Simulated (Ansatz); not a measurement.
Basis-set extrapolation for C$_{3}$H$_{8}$O$_{2}$, SMILES `OCCCO` (PBE0-D4/def2-TZVP geometry, frozen core, Ansatz). Multiplicity 1, RHF reference.

|  | def2-TZVPP | def2-QZVPP |
| --- | --- | --- |
| HF | -268.083355 | -268.096210 |
| MP2 correlation | -1.004872 | -1.077536 |
| CCSD(T) correlation | -1.080892 | not run |

Energies in hartree. Use E(X) = E(∞) + A·exp(−7.88·√X) for Hartree–Fock and E(X) = E(∞) + B·X^(−2.97) for correlation, with X = 3 and 4, and add CCSD(T) minus MP2 of the smaller set to the MP2 limit.

Task: What is the CCSD(T) energy at the basis-set limit?

Result: HF limit: -268.096210 + (-0.012855) × 0.13774 = -268.09798. MP2 limit: -1.077536 + (-0.072664) × 0.74074 = -1.13136. Higher-order term: -1.080892 − (-1.004872) = -0.07602. Total: -269.30536 hartree, 370.5 kJ/mol below CCSD(T)/def2-TZVPP.
